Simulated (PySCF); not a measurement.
Gas-phase reaction: 2 N + 2 SiH₂ + 3 H₂ → 2 H₃SiNH₂

Energies from PySCF (xtb for GFN2), thermal terms from the rigid-rotor harmonic-oscillator model, ideal gas at 1 bar. † marks an energy on the PBE0/def2-TZVP geometry and frequencies; other levels use their own. MP2 freezes the core. 6-31G* has spherical d functions here. Open shells (unrestricted): N (multiplicity 4); the rest are closed-shell singlets. GFN2 has no spin-polarisation term. B3LYP is the form with VWN-RPA correlation. H₃SiNH₂: computed as isolated molecules; such fragments, hydroxides, amides, oligomers or adducts are transient or little studied in the gas. MP2 isn't extrapolated to the basis-set limit; its ΔH°(298 K) is -1500.0 kJ in def2-SVP and -1599.8 kJ in def2-TZVPP. The harmonic model lacks anharmonicity and excited electronic states, which grow with temperature; levels with a mode under 35 cm⁻¹ are left out. Internal rotation in H₃SiNH₂ is treated as a harmonic vibration of one conformer, which makes the entropy rough.

ΔH° and ΔS° at 298 K: B3LYP/6-31G* -1490 kJ, -587 J/K; GFN2-xTB -2332 kJ, -588 J/K; MP2/def2-SVP† -1500 kJ, -584 J/K; PBE/def2-SVP -1644 kJ, -589 J/K; PBE0/def2-QZVP† -1626 kJ, -584 J/K; PBE0/def2-SVP† -1606 kJ, -584 J/K.

**Question.** With the heat capacities included, give log10 K (1 bar) at 600, 800, 1000, 1200, 1400 K from B3LYP/6-31G*, GFN2-xTB, MP2/def2-SVP†, PBE/def2-SVP, PBE0/def2-QZVP†, PBE0/def2-SVP†.

**Answer.** 
```
T (K)  B3LYP/6-31G*  GFN2-xTB  MP2/def2-SVP†  PBE/def2-SVP  PBE0/def2-QZVP†  PBE0/def2-SVP†
-----  ------------  --------  -------------  ------------  ---------------  --------------
600            98.5     171.8           99.5         111.9            110.5           108.7
800            65.8     120.8           66.6          75.8             74.8            73.5
1000           46.1      90.3           46.9          54.2             53.4            52.4
1200           33.1      69.9           33.7          39.8             39.2            38.3
1400           23.8      55.4           24.3          29.5             29.0            28.3
```
